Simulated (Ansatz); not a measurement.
`ClCCCCCl` + `C=C(C)O` → `C/C(O)=C/CCl` + `CCCCl`  (formal exchange of groups at a C–C bond)

Computed with Ansatz on PBE0-D4/def2-TZVP structures; ΔE is electronic, products minus reactants. CBS: MP2 limit from def2 TZ/QZ plus the TZ coupled-cluster correction, frozen cores. DFT in def2-TZVPP. One conformer a species, not always the lowest.

`ClCCCCCl`:

Cartesian coordinates in Å:
```
Cl -0.390 2.844 0.454
C -1.348 1.399 0.009
C -0.649 0.113 0.377
C 0.649 -0.113 -0.377
C 1.348 -1.399 -0.009
Cl 0.390 -2.844 -0.455
H -1.524 1.468 -1.065
H -2.300 1.496 0.529
H -0.463 0.098 1.456
H -1.342 -0.708 0.164
H 0.463 -0.098 -1.456
H 1.342 0.708 -0.164
H 1.524 -1.468 1.065
H 2.300 -1.496 -0.529
```

`C=C(C)O`:

Cartesian coordinates in Å:
```
C 0.083 1.129 0.742
C 0.189 0.141 -0.144
C -0.573 -1.135 -0.099
O 1.021 0.173 -1.218
H 0.667 2.039 0.657
H -0.598 1.044 1.576
H -1.162 -1.254 -1.012
H 0.115 -1.983 -0.044
H -1.240 -1.161 0.761
H 1.498 1.008 -1.219
```

`C/C(O)=C/CCl`:

```xyz
13

C    -1.792   -0.174    0.575
C    -0.325   -0.222    0.331
O     0.357   -1.178    1.017
C     0.326    0.599   -0.494
C     1.780    0.534   -0.736
Cl    2.155   -0.080   -2.397
H    -2.259   -1.125    0.297
H    -2.260    0.619   -0.007
H    -2.004    0.006    1.635
H    -0.256   -1.692    1.547
H    -0.250    1.341   -1.034
H     2.276   -0.143   -0.045
H     2.251    1.515   -0.689
```

`CCCCl`:

Cartesian coordinates in Å:
```
C 0.110 -1.268 0.259
C -0.446 -0.049 -0.451
C 0.244 1.244 -0.084
Cl 0.004 1.675 1.636
H -0.002 -1.176 1.341
H -0.408 -2.175 -0.058
H 1.174 -1.398 0.043
H -1.518 0.052 -0.254
H -0.339 -0.167 -1.537
H -0.143 2.083 -0.661
H 1.323 1.179 -0.234
```

```json
{"level": "PBE", "ΔE (kcal/mol)": "-0.9"}
{"level": "MP2/def2-QZVPP", "ΔE (kcal/mol)": "0.4"}
```

Task: What does CCSD(T)/CBS give? (Best estimate.)

Result: Ansatz gave: +0.6 kcal/mol. The listed levels differ from it by -1.5, -0.2 kcal/mol.

Largest T1 diagnostic among the species: 0.012.
